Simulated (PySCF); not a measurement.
Structure with atom numbers: `[CH3:1][P:2]([CH3:3])([CH3:4])=[NH:5]` (H(Xn): hydrogen on atom n).

Geometry: PBE0-D3(BJ)/def2-SVP; GIAO shifts from PySCF 2.14, gas phase, non-relativistic, averaged over equivalent atoms.

At PBE0/cc-pVDZ (124 basis functions, 11 s wall time on 1 thread of an Arm Neoverse V1, shared host):
```csv
atoms,δ (ppm)
C1/C3/C4,20.3
P2,-14.3
N5,41.5
H(C1)/H(C3)/H(C4),1.07
H(N5),-0.68
```

References, each an isolated molecule treated in the same way: ¹³C (σref 196.75), ¹H (σref 31.29) against TMS; H3PO4 for ³¹P (σref 389.39); NH3 for ¹⁵N (σref 273.12).

Task: What do these become at PBE0/IGLO-III?

Result: 
```
            atoms  δ at PBE0/IGLO-III  change
         C1/C3/C4                21.8    +1.5
               P2               -10.8    +3.5
               N5                45.6    +4.1
H(C1)/H(C3)/H(C4)                1.20   +0.13
            H(N5)               -0.68   +0.00
```

δ = σ(ref) − σ, references computed at the same level: ¹³C (σref 183.78), ¹H (σref 31.37) vs TMS; ³¹P (σref 306.76) against H3PO4; ¹⁵N (σref 260.55) against NH3.

The largest change is at N5 (nitrogen bonded to P, H). Cost: 284 basis functions, 34 s wall time on 1 thread of an Arm Neoverse V1, shared host.

Experimental scales use liquid or dissolved standards, which lie at an offset from isolated NH3 (liquid NH3: subtract about 20 ppm) and H3PO4.
